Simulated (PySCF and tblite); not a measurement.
The numbers below are computed, except where a source is named.
2,3-dihydrothiophene, C4H6S, numbered as in [CH:1]1=[CH:2][S:3][CH2:4][CH2:5]1.

Classical Langevin dynamics with GFN2-xTB (tblite), gas phase: time step 1.5 fs, H mass 4 u, friction 0.005 fs⁻¹, 400 steps to settle and 8000 to sample, one trajectory a temperature from the lowest conformer.

GIAO shieldings at KT2/pcSseg-1 (PySCF) on 8 frames a temperature; like atoms are averaged, and of two unlike H on one atom a is the less shielded at the minimum.

Task: How far do thermal motions move the shieldings from their values at the minimum?

Result: 
| signal | σ at minimum (ppm) | Δσ, 150 K | Δσ, 300 K | Δσ, 600 K |
| --- | --- | --- | --- | --- |
| C1 | 72.3 | -1.0 ± 1.2 | -1.1 ± 1.8 | -5.9 ± 2.3 |
| C2 | 61.0 | -2.0 ± 0.7 | -3.1 ± 1.3 | -3.2 ± 3.3 |
| S3 | 436.4 | -9.8 ± 6.6 | -17.7 ± 13.4 | -1.3 ± 9.5 |
| C4 | 150.2 | 0.2 ± 1.9 | -3.2 ± 2.2 | -1.3 ± 1.8 |
| C5 | 146.2 | 0.3 ± 1.2 | -0.8 ± 2.1 | -2.8 ± 2.7 |
| H1 | 26.38 | -0.21 ± 0.16 | -0.04 ± 0.18 | -0.62 ± 0.34 |
| H2 | 25.91 | -0.05 ± 0.10 | -0.32 ± 0.24 | -0.49 ± 0.40 |
| H4 | 28.30 | 0.02 ± 0.09 | -0.28 ± 0.23 | -0.33 ± 0.29 |
| H5 | 28.52 | -0.04 ± 0.12 | 0.18 ± 0.27 | -0.30 ± 0.20 |

Errors are standard errors over frames. Zero-point motion is missing, and a reference compound would move too.

Task: What do the single frames at 600 K give for H4?

Result: 
| t (fs) | V above the minimum, tight binding (kcal/mol) | E above it, DFT (kcal/mol) | torsions (°) | σ (ppm) |
| --- | --- | --- | --- | --- |
| 1350 | 18.1 | 17.7 | none | 26.95 |
| 2850 | 19.9 | 19.9 | none | 27.43 |
| 4350 | 10.6 | 10.3 | none | 28.32 |
| 5850 | 17.5 | 16.9 | none | 29.25 |
| 7350 | 31.1 | 27.7 | none | 28.49 |
| 8850 | 15.3 | 14.4 | none | 26.93 |
| 10350 | 15.2 | 15.6 | none | 28.45 |
| 11850 | 14.8 | 15.7 | none | 27.95 |

Task: How does the lowest singlet excitation (CAM-B3LYP/def2-SVPD) spread?

Result: 4.85 eV at the minimum; 4.79 eV with a spread of 0.11 eV at 150 K; 4.83 eV with a spread of 0.13 eV at 300 K; 4.96 eV with a spread of 0.18 eV at 600 K.

Changes within two standard errors are not significant.

The study took 10 min on 1 thread of Arm Neoverse V2, on a host shared with other jobs (rough), peak memory 0.72 GiB, launched as `OMP_NUM_THREADS=1 python ens_run.py task.json out`.
